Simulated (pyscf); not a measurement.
Thermochemistry of product channels of H₃Si–O–PH₂ (SMILES [SiH3]OP) + H• (SMILES [H]) on the doublet surface, in kJ/mol, from ωB97M-D3(BJ)/def2-TZVP energies (ideal gas, 1 atm, RRHO with modes under 100 cm⁻¹ raised to 100, one conformer, R ln 2 for chiral ones without a mode under 150 cm⁻¹). Structures and frequencies: ωB97X-D3(BJ)/def2-SVP in PySCF.

```tsv
products	ΔE	ΔH(298 K)	ΔG(900 K)	ΔG(1200 K)
PH₂• (SMILES [PH2]) + O=SiH₂ (SMILES O=[SiH2]) + H₂ (SMILES [H][H])	+95.2	+86.9	-51.3	-94.0
H₃Si–O–PH• (SMILES [SiH3]O[PH]) + H₂ (SMILES [H][H])	-106.6	-104.7	-124.7	(withheld)
•H₂Si–O–PH₂ (SMILES [SiH2]OP) + H₂ (SMILES [H][H])	-38.3	-36.1	-55.7	-61.4
PH₂• (SMILES [PH2]) + HO–SiH₃ (SMILES O[SiH3])	-110.4	-99.2	-137.2	-146.2
HO–PH₂ (SMILES OP) + SiH₃• (SMILES [SiH3])	(withheld)	+38.1	+5.4	-1.4
```

Some entries are withheld; supply them.


- H₃Si–O–PH• (SMILES [SiH3]O[PH]) + H₂ (SMILES [H][H]), ΔG(1200 K): -130.5
- HO–PH₂ (SMILES OP) + SiH₃• (SMILES [SiH3]), ΔE: +25.7

The channel to PH₂• + O=SiH₂ + H₂ turns favourable between 298 and 1200 K (ΔG from +40.4 kJ/mol to -94.0 kJ/mol).

These are energies of the channels, which say nothing of barriers. H₃Si–O–PH₂ lies 23.9 kJ/mol over its isomer HO–SiH₂–PH₂ (electronic energy, ωB97M-D3(BJ)/def2-TZVP).
